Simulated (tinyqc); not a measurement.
CIS and TDHF on RHF in the sto-3g basis, frozen core, for H2F+, spin multiplicity 1, step by step. One step of it, computed by the program tinyqc.

Problem. CIS triplet states. Diagonalise A (1 hartree = 27.211386 eV); each vector has its largest component positive (the first on a tie).

CIS matrix A, triplet (hartree), order 2>6, 2>7, 3>6, 3>7, 4>6, 4>7, 5>6, 5>7:
```
[[1.450532, 0.000000, 0.000000, 0.095251, -0.067701, 0.000000, 0.000000, 0.000000],
 [0.000000, 1.567644, 0.095251, 0.000000, 0.000000, -0.007719, 0.000000, 0.000000],
 [0.000000, 0.095251, 0.604806, 0.000000, 0.000000, 0.046246, 0.000000, 0.000000],
 [0.095251, 0.000000, 0.000000, 0.701912, 0.046246, 0.000000, 0.000000, 0.000000],
 [-0.067701, 0.000000, 0.000000, 0.046246, 0.508256, 0.000000, 0.000000, 0.000000],
 [0.000000, -0.007719, 0.046246, 0.000000, 0.000000, 0.609988, 0.000000, 0.000000],
 [0.000000, 0.000000, 0.000000, 0.000000, 0.000000, 0.000000, 0.464798, 0.000000],
 [0.000000, 0.000000, 0.000000, 0.000000, 0.000000, 0.000000, 0.000000, 0.568936]]
```

Give: triplet excitation energies; lowest vectors.

Solution.

triplet excitation energies (eV): [12.6478, 13.3243, 15.1129, 15.4815, 17.6891, 19.1739, 39.9032, 42.9120]

lowest vectors, order 2>6, 2>7, 3>6, 3>7, 4>6, 4>7, 5>6, 5>7:
```
[[0.0000, 0.0928, 0.0000, 0.0000, 0.0000, -0.0990],
 [0.0000, 0.0000, -0.0761, 0.0000, -0.0609, 0.0000],
 [0.0000, 0.0000, 0.7555, 0.0000, 0.6478, 0.0000],
 [0.0000, -0.2516, 0.0000, 0.0000, 0.0000, 0.9604],
 [0.0000, 0.9634, 0.0000, 0.0000, 0.0000, 0.2603],
 [0.0000, 0.0000, -0.6507, 0.0000, 0.7593, 0.0000],
 [1.0000, 0.0000, 0.0000, 0.0000, 0.0000, 0.0000],
 [0.0000, 0.0000, 0.0000, 1.0000, 0.0000, 0.0000]]
```
